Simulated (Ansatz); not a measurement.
Geometry optimisation, Ansatz 0.2.0, UKS r2SCAN-D4/6-31G*.

The input (input.yaml):

```yaml
crystal:
  periodic: [false, false, false]
  atoms:
    - { symbol: Mg, position_ang: [1.477, -0.6239, 0.7321] }
    - { symbol: S, position_ang: [-0.7153, -0.4228, -0.4345] }
    - { symbol: H, position_ang: [-0.7726, 0.982, -0.3109] }
magnetization:
  spin_polarized: true
  initial_magnetization: 1
basis:
  gaussian: { orbitals: "6-31G*" }
hamiltonian:
  xc: r2scan
  dispersion: d4
relax:
  f_tol: 0.02
  max_steps: 40
```

Run as:

```bash
$ ansatz run input.yaml --threads 1 --pin off --max-ram 2048MiB --backend cpu --events-out ev --progress --plain --runs-dir out
```

Problem. Where does it end, and by what steps?

Solution. The forces met the threshold. After 2 steps the energy has fallen by 0.120 eV; Mg1 moved furthest, 0.12 Å.

```tsv
step	energy less start (eV)	largest force component (eV/Å)	accepted
0	0.0000	1.272	yes
1	-0.1150	0.473	yes
2	-0.1203	0.017	yes
```

```xyz
3
Properties=species:S:1:pos:R:3
Mg 1.377 -0.575 0.683
S -0.680 -0.419 -0.415
H -0.708 0.928 -0.282
```

Whether the end is a true minimum wasn't checked by a vibrational analysis.

The run took 3.7 s on 1 thread of AMD EPYC 9R45 96-Core Processor (Zen 5), with other jobs on the host, peak memory 0.17 GiB.
